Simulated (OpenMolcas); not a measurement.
# How basis sets differ on C3H9P (trimethylphosphine)

The species is C3H9P (13 atoms), meant as a singlet with charge 0. As SMILES, `CP(C)C`. The coordinates come from a PBE0-D4/def2-TZVP relaxation.

Each level gives the HOMO–LUMO gap (eV). The values are calculated.

| level | kind | program | value (eV) | CPU time |
| --- | --- | --- | --- | --- |
| HF/ANO-R0 (sfX2C) | Hartree–Fock | OpenMolcas | 14.73 | 5.9 s |
| HF/ANO-RCC-MB (DKH2) | Hartree–Fock | OpenMolcas | 17.86 | 6.9 s |
| HF/ANO-XS-MB (DKH2) | Hartree–Fock | OpenMolcas | 17.26 | 2.6 s |
| HF/STO-3G | Hartree–Fock | OpenMolcas | 20.05 | 2.3 s |
| HF/3-21G | Hartree–Fock | OpenMolcas | 15.02 | 3 s |
| HF/6-31G* (spherical functions) | Hartree–Fock | OpenMolcas | 14.40 | 7.3 s |

The values span 14.40 to 20.05 eV. A Hartree–Fock LUMO above zero doesn't converge with the basis: it sinks as sets grow more diffuse. Orbital gaps aren't excitation energies. CPU times are rough (shared hosts, several kinds of processor and program).
